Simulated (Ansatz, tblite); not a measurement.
# The cluster Mg4H8: a ladder of methods and basis sets

Aim: run the singlet of the cluster Mg4H8 at one geometry on many levels, and compare frontier levels, spin and run time.

The runs use Ansatz 0.2.0, Gaussian basis; as each input shows.

Levels to be run: GFN1-xTB, GFN2-xTB, PBE-D4/def2-TZVP, r2SCAN-D4/def2-TZVP, BHLYP-D4/def2-TZVP, B97M-V/def2-TZVP, HF/def2-TZVP, CAM-B3LYP-D4/def2-TZVP, r2SCAN0-D4/def2-TZVP, ωB97M-V/def2-TZVP, LC-ωPBE/def2-TZVP, PBE-D4/def2-SVP, PBE0-D4/def2-SVP, HF/STO-3G, HF/6-31G, B3LYP-D4/6-31G, PBE0-D4/def2-TZVPD, PBE-D4/def2-TZVPD, r2SCAN-D4/def2-TZVPD, CCSD(T)/def2-TZVP, RPA/def2-TZVP.

2 further runs of the same task are left out: 2 set aside as unsound or not needed. Runs told in other sessions of the task aren't counted.

## (1) The structure

The geometry is that of the singlet, from an earlier relaxation (r2SCAN-D4/def2-SVP). At that level it is the lowest of the isomers that a small search found.

12 atoms, charge 0, spin multiplicity 1.

Bond lengths: Mg1–Mg3 2.981 Å, Mg1–Mg4 2.981 Å, Mg1–H8 1.707 Å, Mg1–H11 1.966 Å, Mg1–H12 1.966 Å, Mg2–Mg3 2.983 Å, Mg2–Mg4 2.981 Å, Mg2–H5 1.967 Å, Mg2–H9 1.708 Å, Mg2–H10 1.967 Å, Mg3–Mg4 2.832 Å, Mg3–H6 1.845 Å, Mg3–H7 2.039 Å, Mg3–H10 1.804 Å, Mg3–H12 1.804 Å, Mg4–H5 1.804 Å, Mg4–H6 1.846 Å, Mg4–H7 2.038 Å and more. Angles: Mg3–Mg1–Mg4 56.7°, Mg3–Mg1–H8 147.9°, Mg3–Mg1–H11 87.8°, Mg3–Mg1–H12 35.9°, Mg4–Mg1–H8 148.1°, Mg4–Mg1–H11 35.9°, Mg4–Mg1–H12 87.7°, H8–Mg1–H11 123.7°, H8–Mg1–H12 123.5°, H11–Mg1–H12 108.4°, Mg3–Mg2–Mg4 56.7°, Mg3–Mg2–H5 87.7°, Mg3–Mg2–H9 148.2°, Mg3–Mg2–H10 35.8°, Mg4–Mg2–H5 35.9°, Mg4–Mg2–H9 148.1°, Mg4–Mg2–H10 87.7°, H5–Mg2–H9 123.4° and more.

PBE0-D4/def2-TZVP was run before; its log isn't repeated, and its numbers join the tables.

## (2) GFN1-xTB

Tight binding, by tblite at 300 K electronic temperature and without a spin-polarisation term:

```python
tblite.interface.Calculator('GFN1-xTB', numbers, positions, charge=0, uhf=0).singlepoint()
```

Energy -194.2097 eV, HOMO -10.83 eV, LUMO -7.07 eV; 0.007 s.

## (3) GFN2-xTB

Tight binding, by tblite at 300 K electronic temperature and without a spin-polarisation term:

```python
tblite.interface.Calculator('GFN2-xTB', numbers, positions, charge=0, uhf=0).singlepoint()
```

Energy -170.5045 eV, HOMO -10.42 eV, LUMO -5.92 eV; 0.01 s.

## (4) PBE-D4/def2-TZVP

start.molden holds the orbitals of an earlier run on this state, given as this run's starting guess.

in.yaml reads:

```yaml
crystal:
  periodic: [false, false, false]
  atoms:
    - {symbol: Mg, position_ang: [1.393128, 1.478868, 0.803154]}
    - {symbol: Mg, position_ang: [-0.688483, -1.046555, -1.789823]}
    - {symbol: Mg, position_ang: [0.434886, -1.339177, 0.958134]}
    - {symbol: Mg, position_ang: [-1.468776, 0.705840, 0.492398]}
    - {symbol: H, position_ang: [-2.177008, -0.039907, -0.989981]}
    - {symbol: H, position_ang: [-1.165276, -0.714296, 1.631605]}
    - {symbol: H, position_ang: [0.285854, 0.174937, -0.398812]}
    - {symbol: H, position_ang: [2.655176, 2.558130, 0.405737]}
    - {symbol: H, position_ang: [-0.469096, -1.221552, -3.475085]}
    - {symbol: H, position_ang: [-0.030600, -2.344021, -0.466411]}
    - {symbol: H, position_ang: [-0.456748, 2.045602, 1.152151]}
    - {symbol: H, position_ang: [1.686943, -0.257888, 1.676952]}
basis:
  gaussian: {orbitals: def2-TZVP, initial_orbitals: start.molden}
hamiltonian: {xc: pbe, dispersion: d4}
scf: {omitted_lower_state_checks: [starts]}
output: {orbitals: {seedname: orbitals}}
```

On the command line:

```sh
ansatz run in.yaml --threads 4 --pin off --events-out ev --progress --plain --max-ram 3916MiB
```

Further steps of the session: r2SCAN-D4/def2-TZVP; BHLYP-D4/def2-TZVP; B97M-V/def2-TZVP; HF/def2-TZVP; CAM-B3LYP-D4/def2-TZVP; r2SCAN0-D4/def2-TZVP; ωB97M-V/def2-TZVP; LC-ωPBE/def2-TZVP; PBE-D4/def2-SVP; PBE0-D4/def2-SVP; HF/STO-3G; HF/6-31G; B3LYP-D4/6-31G; PBE0-D4/def2-TZVPD; PBE-D4/def2-TZVPD; r2SCAN-D4/def2-TZVPD; CCSD(T)/def2-TZVP; RPA/def2-TZVP.

Before running them: what should the planned runs give, taken together? Wanted: gap in def2-TZVP, named functionals and Hartree-Fock, smallest and largest; correlation energy, CCSD(T)/def2-TZVP; binding an atom, CCSD(T)/def2-TZVP; PBE0 total energy, smallest basis above largest.

The runs gave:

| quantity | value |
| --- | --- |
| gap in def2-TZVP, named functionals and Hartree-Fock, smallest and largest | 3.53 eV (PBE-D4), 10.42 eV (HF) |
| correlation energy, CCSD(T)/def2-TZVP | -26.01 eV |
| binding an atom, CCSD(T)/def2-TZVP | 1.806 eV |
| PBE0 total energy, smallest basis above largest | 8.22 eV (def2-SVP, def2-TZVPD) |

Over the named functionals and Hartree-Fock in def2-TZVP the gap runs from 3.53 eV (PBE-D4) to 10.42 eV (HF); exact exchange widens it. A small miss in a minimal or small basis is a cancelling of errors, not accuracy. The functionals in def2-TZVP miss CCSD(T)/def2-TZVP by +0.052 (PBE-D4) to +0.246 eV (B97M-V) an atom. The reference is CCSD(T) in one finite basis, so it carries an error of its own, often a tenth of an eV or more, and near misses can't be ranked.
